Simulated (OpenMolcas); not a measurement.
# N₂⁺ in OpenMolcas, from active space to Ω levels

Which states of N₂⁺ lie lowest, and how does spin–orbit coupling split them?

Method: SA-CASSCF(9,8), XMS-CASPT2, RASSI; ANO-RCC-VTZP; program: OpenMolcas 26.06.

All values are calculated.

## 1. The job

C2 symmetry about the axis (a holds Σ, Δ, Γ; b holds Π, Φ, H; Σ⁺ and Σ⁻ are not told apart); roots by multiplicity and irrep: 2a 2, 2b 2, 4a 4, 4b 2.

Active shells: N 2s 2p, N 2s 2p.

File m.inp:

```
&GATEWAY
Coord
2
angstrom
N 0.0 0.0 0.0
N 0.0 0.0 1.1090
Basis=ANO-RCC-VTZP
Group=XY
RX2C
AMFI
ANGMom
0.0 0.0 0.0
RICD
&SEWARD
&GUESSORB
&RASSCF
FileOrb=$CurrDir/o21.orb
Symmetry=1
Spin=2
nActEl=9 0 0
Inactive=2 0
RAS2=4 4
CIRoot=2 2 1
Linear
Iterations=120 100
OrbListing=Nothing
PRWF=0.15
>>COPY $Project.RasOrb $CurrDir/o21.orb
>>COPY $Project.rasscf.h5 $CurrDir/r21.h5
&CASPT2
XMultistate=all
Imaginary=0.2
IPEA=0.25
MaxIter=40
>>COPY $Project.JobMix JOB001
&RASSCF
FileOrb=$CurrDir/o22.orb
Symmetry=2
Spin=2
nActEl=9 0 0
Inactive=2 0
RAS2=4 4
CIRoot=2 2 1
Linear
Iterations=120 100
OrbListing=Nothing
PRWF=0.15
>>COPY $Project.RasOrb $CurrDir/o22.orb
>>COPY $Project.rasscf.h5 $CurrDir/r22.h5
&CASPT2
XMultistate=all
Imaginary=0.2
IPEA=0.25
MaxIter=40
>>COPY $Project.JobMix JOB002
&RASSCF
FileOrb=$CurrDir/o41.orb
Symmetry=1
Spin=4
nActEl=9 0 0
Inactive=2 0
RAS2=4 4
CIRoot=4 4 1
Linear
Iterations=120 100
OrbListing=Nothing
PRWF=0.15
>>COPY $Project.RasOrb $CurrDir/o41.orb
>>COPY $Project.rasscf.h5 $CurrDir/r41.h5
&CASPT2
XMultistate=all
Imaginary=0.2
IPEA=0.25
MaxIter=40
>>COPY $Project.JobMix JOB003
&RASSCF
FileOrb=$CurrDir/o42.orb
Symmetry=2
Spin=4
nActEl=9 0 0
Inactive=2 0
RAS2=4 4
CIRoot=2 2 1
Linear
Iterations=120 100
OrbListing=Nothing
PRWF=0.15
>>COPY $Project.RasOrb $CurrDir/o42.orb
>>COPY $Project.rasscf.h5 $CurrDir/r42.h5
&CASPT2
XMultistate=all
Imaginary=0.2
IPEA=0.25
MaxIter=40
>>COPY $Project.JobMix JOB004
&RASSI
Nr of JobIphs=4 2 2 4 2
1 2
1 2
1 2 3 4
1 2
SpinOrbit
EJob
Omega
MEES
MESO
Properties=4
'AngMom' 3 'Mltpl  1' 1 'Mltpl  1' 2 'Mltpl  1' 3
Thrs=1.0d-4
>>COPY $Project.rassi.h5 $CurrDir/so.h5
```

Each module block was a call of its own in one work directory; start orbitals came from a preliminary run.

Run with:

```console
> pymolcas m.inp
```

## 2. CASSCF and CASPT2, block by block

Further steps of the session: From Λ–S states to Ω levels.

Before running it: what results should come out? Wanted: lowest spin-free state; next spin-free state; lowest level; next level; lowering by spin–orbit coupling.

As calculated:

| quantity | value |
| --- | --- |
| lowest spin-free state | (1)2Σ |
| next spin-free state | (1)2Π, 1.503 eV |
| lowest level | Ω = 1/2, 100 % (1)2Σ |
| next level | Ω = 3/2, 12093 cm⁻¹ |
| lowering by spin–orbit coupling | 0 cm⁻¹ |

**Reading.** At 1.109 Å the lowest computed level has Ω = 1/2 and is 100 % (1)2Σ. g and u states are not told apart. Only the spin multiplicities and numbers of roots in the input were computed, so the list of states is not complete and the lowest one found need not be the ground state; labels number the states computed.
